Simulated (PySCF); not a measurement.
# B: ionisation energy

B [He] 2s2 2p1 (2P) → B⁺ [He] 2s2 (1S), as a difference of total energies. All numbers are calculated (PySCF 2.14, scalar relativity by spin-free X2C-1e, in aug-cc-pVDZ-DK (4s3p2d, 23 functions)). Correlated levels: valence: 1s2 frozen. The calculations carry no spin-orbit coupling.

```
           method  ionisation energy (eV)
              UHF                   8.040
           r2SCAN                   8.768
            B3LYP                   8.762
    MP2 (valence)                   8.160
SCS-MP2 (valence)                   8.124
   CCSD (valence)                   8.066
CCSD(T) (valence)                   8.091
```

Task: How much does correlation contribute at CCSD(T) (valence)?

Result: 8.091 − (8.040) = 0.051 eV, measured against UHF.

Errors of the correlated levels include the incompleteness of this basis and the frozen core.

The coupled-cluster amplitudes are large for B⁺ (T1 above 0.03 or a double amplitude above 0.15), so a single reference is strained.

For comparison: 8.297 eV (measured; NIST levels, between the centres of gravity of the two terms).
